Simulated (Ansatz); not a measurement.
**SiH2O (triplet): the correlation ladder at distance O1–H3 along a hydrogen transfer = 1.300 Å, cc-pVTZ**

Aim: climb from Hartree-Fock through coupled cluster and multireference methods for SiH2O (triplet) at one geometry and basis, and see what each rung misses.

Method: cc-pVTZ, core rule «outside noble gas», up to 6 orbitals frozen; program: Ansatz 0.2.0, Gaussian basis.

The runs, in order: UHF; CCSD(T) on ROHF; CCSD(T) on UHF; BCCD(T) on ROHF; CISD; CCSDT(Q) on ROHF; CCSDT(Q) on UHF; CASSCF and NEVPT2, 4 electrons in 4 orbitals.

3 further runs of the same task are left out: 3 for a known fault of the program.

### Step 1. What is computed

The geometry derives from fragments relaxed apart (PBE0/def2-TZVP) and kept rigid, so it is no stationary point. A hydrogen atom is moved between rigid fragments.

4 atoms, charge 0, spin multiplicity 3.

Atoms are counted from 1 here; the program's logs count them from 0.

Bond lengths: O1–H2 0.960 Å, H3–Si4 1.440 Å.

### Step 2. UHF

in.yaml

```yaml
crystal:
  periodic: [false, false, false]
  atoms:
    - {symbol: O, position_ang: [-0.947673, -0.231644, 0.000000]}
    - {symbol: H, position_ang: [-1.196982, 0.694932, 0.000000]}
    - {symbol: H, position_ang: [0.352327, -0.231644, 0.000000]}
    - {symbol: Si, position_ang: [1.792327, -0.231644, 0.000000]}
basis:
  gaussian: {orbitals: cc-pVTZ}
magnetization: {spin_polarized: true, initial_magnetization: 2}
hamiltonian: {xc: hf}
output: {orbitals: {seedname: orbitals}}
```

The run is started by

```bash
> ansatz run in.yaml --threads 1 --pin off --events-out ev --progress --plain --max-ram 4096MiB --backend cpu
```

The runs that follow: CCSD(T) on ROHF; CCSD(T) on UHF; BCCD(T) on ROHF; CISD; CCSDT(Q) on ROHF; CCSDT(Q) on UHF; CASSCF and NEVPT2, 4 electrons in 4 orbitals.

Q: Predict the results of all the runs planned. Wanted: UCCSDT(Q) below the RHF energy; RMP2 from UCCSDT(Q); UMP2 from UCCSDT(Q); RCCSD from UCCSDT(Q); RCCSD(T) from UCCSDT(Q); UCCSD(T) from UCCSDT(Q); RCCSDT(Q) from UCCSDT(Q); T1 diagnostic.

As calculated:

| quantity | value |
| --- | --- |
| UCCSDT(Q) below the RHF energy | -10.4742 eV |
| RMP2 from UCCSDT(Q) | +1180.9 meV |
| UMP2 from UCCSDT(Q) | +1317.2 meV |
| RCCSD from UCCSDT(Q) | +449.7 meV |
| RCCSD(T) from UCCSDT(Q) | +66.2 meV |
| UCCSD(T) from UCCSDT(Q) | +69.2 meV |
| RCCSDT(Q) from UCCSDT(Q) | +2.9 meV |
| levels within 1 kcal/mol (43 meV) | RCCSDT, UCCSDT, RCCSDT(Q) |
| T1 diagnostic | 0.043 |

**Reading.** RCCSD(T) misses by +66.2 meV, 0.6 % of the correlation energy. These misses are within one basis, not against nature; the frozen cores of restricted and unrestricted runs differ, which can shift their rows.
